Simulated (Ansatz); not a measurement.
## A small benchmark: atomisation enthalpy at 298 K

8 molecules with open shells; the atomisation enthalpy at 298 K in kJ/mol, computed less measured. Shapes, held fixed at every level: PBE0-D4/def2-TZVP. Flexible molecules stand in one conformer, not always the lowest. Thermal terms are harmonic and unscaled (PBE0-D4/def2-TZVP); the spin-orbit lowering of the free atoms is taken from their spectra. Programs: Ansatz 0.2.0. Measured values: Active Thermochemical Tables.

Levels: A = wB97M-V/def2-TZVPP; B = wB97X-V/def2-TZVPP; C = MP2/def2-TZVPP.

| molecule | from tabulated heats | A | B | C |
| --- | --- | --- | --- | --- |
| N2H (dinitrogen monohydride) | 913 | +18 | +25 | -59 |
| C2HO (ethynyloxy radical) | 1723 | +10 | +1 | +4 |
| CH3 (methyl radical) | 1224 | -1 | -5 | -33 |
| CH3O (hydroxymethyl radical) | 1636 | +3 | 0 | -23 |
| N2H3 (SMILES [NH]N) | 1374 | +23 | +29 | -65 |
| C2H3O (acetyl radical) | 2347 | +6 | +4 | -11 |
| C3H3 (cyclopropenyl radical) | 2318 | +11 | +7 | -12 |
| C2H5O (SMILES CC[O]) | 2784 | +15 | +14 | -56 |

(1) Sum up the errors.

Results:

(1) 
| level | kind | mean error | mean absolute error | worst case |
| --- | --- | --- | --- | --- |
| wB97M-V/def2-TZVPP | range-separated hybrid | +10.6 | 10.9 | N2H3 |
| wB97X-V/def2-TZVPP | range-separated hybrid | +9.4 | 10.6 | N2H3 |
| MP2/def2-TZVPP | perturbation theory | -31.9 | 32.9 | N2H3 |

On this set wB97X-V/def2-TZVPP has the smallest mean absolute error and MP2/def2-TZVPP the largest. wB97M-V/def2-TZVPP is too high in 7 of 8; wB97X-V/def2-TZVPP is too high in 6 of 8; MP2/def2-TZVPP is too low in 7 of 8. The smallest two are near a tie. Correlated wave functions converge slowly with the basis. Spin contamination: N2H (⟨S²⟩ up to 0.85), C2HO (⟨S²⟩ up to 0.81). Open shells run unrestricted. The set is small.
